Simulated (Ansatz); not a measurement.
CH3AlS, SMILES [AlH2][CH]=S, a rigid scan of one bond length

Program: the Python package of Ansatz (0.2.0).

At the Python prompt:
```pycon
>>> import ansatz as az
>>> import numpy as np
>>> BASIS_SET = "def2-SVP"
>>> XC = "R2SCAN0"
>>> geometry_ang = [
...     ("Al", (-0.5625, -0.0031, -0.6959)),
...     ("C", (0.7375, -0.0223, 0.7181)),
...     ("S", (0.3578, -0.5125, 2.0035)),
...     ("H", (-2.0252, -0.449, -0.4219)),
...     ("H", (-0.2172, 0.5861, -2.1718)),
...     ("H", (1.7517, 0.3368, 0.5217)),
... ]
>>> system = az.Crystal.molecule()
>>> for symbol, xyz in geometry_ang:
...     system = system.atom(symbol, xyz)
...
>>> symbols = [site.symbol for site in system.cartesian_sites]
>>> start = np.array([site.position_ang for site in system.cartesian_sites])
>>> axis = (start[5] - start[1]) / np.linalg.norm(start[5] - start[1])
>>> moving = [5]
>>> lengths, energies = [0.962, 1.006, 1.05, 1.094, 1.137, 1.181, 1.225, 1.291], []
>>> for length in lengths:
...     xyz = start.copy()
...     xyz[moving] += (length - np.linalg.norm(start[5] - start[1])) * axis
...     point = az.Crystal.molecule()
...     for symbol, place in zip(symbols, xyz):
...         point = point.atom(symbol, place.tolist())
...     calculation = point.calculation().basis(gaussian=BASIS_SET).functional(XC)
...     r = calculation.run(threads=1, backend="cpu").report
...     energies.append(r["free_energy_ev"])
...     print(f"r = {length:6.3f} A  E = {energies[-1]:.5f} eV  <S^2> = {abs(r['mean_field']['state']['spin_squared']):.3f}")
...
r =  0.962 A  E = -18506.04585 eV  <S^2> = 0.000
r =  1.006 A  E = -18506.29726 eV  <S^2> = 0.000
r =  1.050 A  E = -18506.44053 eV  <S^2> = 0.000
r =  1.094 A  E = -18506.49997 eV  <S^2> = 0.000
r =  1.137 A  E = -18506.49569 eV  <S^2> = 0.000
r =  1.181 A  E = -18506.44275 eV  <S^2> = 0.000
r =  1.225 A  E = -18506.35296 eV  <S^2> = 0.000
r =  1.291 A  E = -18506.17014 eV  <S^2> = 0.000
>>> # quartic fit about the minimum
>>> fit = np.polynomial.Polynomial.fit(lengths, np.array(energies) - min(energies), 4).convert()
>>> roots = [r.real for r in fit.deriv().roots() if abs(r.imag) < 1e-9 and fit.deriv(2)(r.real) > 0]
>>> r_e = min(roots, key=lambda r: abs(r - lengths[int(np.argmin(energies))]))
>>> print(f"minimum of the fit at {r_e:.4f} A, force constant {fit.deriv(2)(r_e):.2f} eV/A^2")
minimum of the fit at 1.1114 A, force constant 29.80 eV/A^2
```

Notes:
- Total energies depend on the basis set; only differences at equal settings carry meaning.
- The rest of the molecule is held rigid at a force-field or estimated start geometry, and the basis set is modest; single-reference methods fail as a bond breaks.
- The orbitals are restricted, so S² is zero by construction.
- Hardware and time: 25 s on 1 thread of Arm Neoverse V1 (shared host), peak memory 0.2 GiB.
